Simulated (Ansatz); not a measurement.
The same path of H$_{4}$OSi (6 atoms, charge 0, multiplicity 1) was run twice with different band settings. The coordinate that changes most is the dihedral H3–O1–Si2–H6.

Theory: RKS B3LYP-D4/def2-SVP in Ansatz 0.2.0.

Relaxed end points:

```xyz
6
Properties=species:S:1:pos:R:3
O 0.647 -1.046 0.426
Si -0.036 0.348 -0.188
H 0.070 -1.645 0.913
H -1.133 0.054 -1.161
H 1.058 1.075 -0.881
H -0.606 1.214 0.890
```

```xyz
6
Properties=species:S:1:pos:R:3
O 0.139 -1.252 0.328
Si -0.151 0.302 -0.209
H 0.773 -1.362 1.046
H -1.142 0.181 -1.309
H 1.090 0.956 -0.726
H -0.708 1.174 0.870
```

Common settings: spring 5.0 eV/Å²; optimiser quadratic models (default); start path IDPP; force threshold 0.03 eV/Å; iteration limit 60; end points relaxed.

| run | movable images | climbing image |
| --- | --- | --- |
| 1 | 7 | yes |
| 2 | 8 | no |

Q: What does each run give, and how far can it be trusted?

A: Run 1: converged after 7 iterations, highest image 0.025 eV above the first end. A vibrational analysis at the climbing image gives one clearly imaginary mode, 230i cm⁻¹: a first-order saddle point.
Run 2: converged after 8 iterations, highest image 0.024 eV above the first end. No image climbed, so the highest image needn't sit at the top of the path.
